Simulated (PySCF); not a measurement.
CH (SMILES [CH]), doublet, at a GFN2-xTB geometry; BLYP/6-31G (PySCF).

Input for PySCF:
```python
from pyscf import gto, scf, dft

mol = gto.Mole()
mol.atom = '''
    C    -0.00000000   -0.00000000   -0.15909141
    H     0.00000000    0.00000000    0.95454846
'''
mol.basis = '6-31g'
mol.spin = 1
mol.verbose = 4
mol.build()

mf = dft.ROKS(mol)
mf.xc = 'blyp'
mf.kernel()
```

The log (banner, timings and long lists left out):

```
PySCF version 2.14.0

[INPUT] verbose = 4
[INPUT] num. atoms = 2
[INPUT] num. electrons = 7
[INPUT] charge = 0
[INPUT] spin (= nelec alpha-beta = 2S) = 1
[INPUT] symmetry False subgroup None
[INPUT] Mole.unit = angstrom
[INPUT] Symbol           X                Y                Z      unit          X                Y                Z       unit  Magmom
[INPUT]  1 C      0.000000000000   0.000000000000  -0.159091410000 AA    0.000000000000   0.000000000000  -0.300639193671 Bohr   0.0
[INPUT]  2 H      0.000000000000   0.000000000000   0.954548460000 AA    0.000000000000   0.000000000000   1.803835162025 Bohr   0.0

nuclear repulsion = 2.85106824122595
number of shells = 7
number of NR pGTOs = 26
number of NR cGTOs = 11
basis = 6-31g
ecp = {}

******** <class 'pyscf.dft.roks.ROKS'> ********
method = ROKS
initial guess = minao
damping factor = 0
level_shift factor = 0
DIIS = <class 'pyscf.scf.diis.CDIIS'>
diis_start_cycle = 1
diis_space = 8
diis_damp = 0
SCF conv_tol = 1e-09
SCF conv_tol_grad = None
SCF max_cycles = 50
direct_scf = True
direct_scf_tol = 1e-13
num. doubly occ = 3  num. singly occ = 1
XC library pyscf.dft.libxc version 7.1.2
    S. Lehtola, C. Steigemann, M. J. T. Oliveira, and M. A. L. Marques,  SoftwareX 7, 1–5 (2018)
XC functionals = blyp
    A. D. Becke,  Phys. Rev. A 38, 3098 (1988)
    C. Lee, W. Yang, and R. G. Parr,  Phys. Rev. B 37, 785 (1988)
    B. Miehlich, A. Savin, H. Stoll, and H. Preuss,  Chem. Phys. Lett. 157, 200 (1989)
radial grids:
    Treutler-Ahlrichs [JCP 102, 346 (1995); DOI:10.1063/1.469408] (M4) radial grids

becke partition: Becke, JCP 88, 2547 (1988); DOI:10.1063/1.454033
pruning grids: <function nwchem_prune>
grids dens level: 3
symmetrized grids: False
atomic radii adjust function: <function treutler_atomic_radii_adjust>
small_rho_cutoff = 0
Set gradient conv threshold to 3.16228e-05
tot grids = 23928
init E= -38.3803665209877

WARN: HOMO -0.158137781291788 >= LUMO -0.158137781291787

cycle= 1 E= -38.4479518688344  delta_E= -0.0676  |g|= 0.0604  |ddm|= 0.916

WARN: HOMO -0.149557727424317 >= LUMO -0.162851328322781

cycle= 2 E= -38.4503733438233  delta_E= -0.00242  |g|= 0.0193  |ddm|= 0.297

WARN: HOMO -0.14718608816891 >= LUMO -0.1619030375083

cycle= 3 E= -38.4505660306445  delta_E= -0.000193  |g|= 0.0068  |ddm|= 0.0706

WARN: HOMO -0.145359100369651 >= LUMO -0.160338546678417

cycle= 4 E= -38.4505820202744  delta_E= -1.6e-05  |g|= 0.00177  |ddm|= 0.0123

WARN: HOMO -0.145952245487482 >= LUMO -0.160930855759704

cycle= 5 E= -38.4505832740727  delta_E= -1.25e-06  |g|= 0.000186  |ddm|= 0.00265

WARN: HOMO -0.145866640682455 >= LUMO -0.160866527588162

cycle= 6 E= -38.450583286674  delta_E= -1.26e-08  |g|= 5.86e-06  |ddm|= 0.000239

WARN: HOMO -0.145865310259685 >= LUMO -0.16086542231873

cycle= 7 E= -38.4505832866472  delta_E= 2.68e-11  |g|= 9.95e-07  |ddm|= 3.57e-05

WARN: HOMO -0.145865310906048 >= LUMO -0.160865442204552

Extra cycle  E= -38.4505832866007  delta_E= 4.64e-11  |g|= 9.93e-07  |ddm|= 3.68e-05
converged SCF energy = -38.4505832866007
```
